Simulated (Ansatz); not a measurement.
**C2H4, singlet: CASSCF and its corrections**

Calculated in Ansatz's Gaussian-basis code. Basis cc-pVDZ, nonrelativistic, no frozen core. State-specific CASSCF; RHF is the lowest restricted (open-shell) Hartree–Fock solution met. No symmetry is imposed, so a solution can break that of the shape. Lower solutions, or ones in other orbitals, may exist.

Geometry:

| atom | x (Å) | y (Å) | z (Å) |
| --- | --- | --- | --- |
| C | 0.0000 | 0.0000 | 0.6695 |
| C | 0.0000 | 0.0000 | -0.6695 |
| H | -0.3555 | 0.8582 | 1.2321 |
| H | 0.3555 | -0.8582 | 1.2321 |
| H | 0.3555 | 0.8582 | -1.2321 |
| H | -0.3555 | -0.8582 | -1.2321 |

(1) What do CASSCF and its corrections give against RHF in CAS(2,2), and what are the occupations?

## Answers

(1) CASSCF -0.889 eV, SC-NEVPT2 -7.880 eV; occupations 1.87, 0.13.
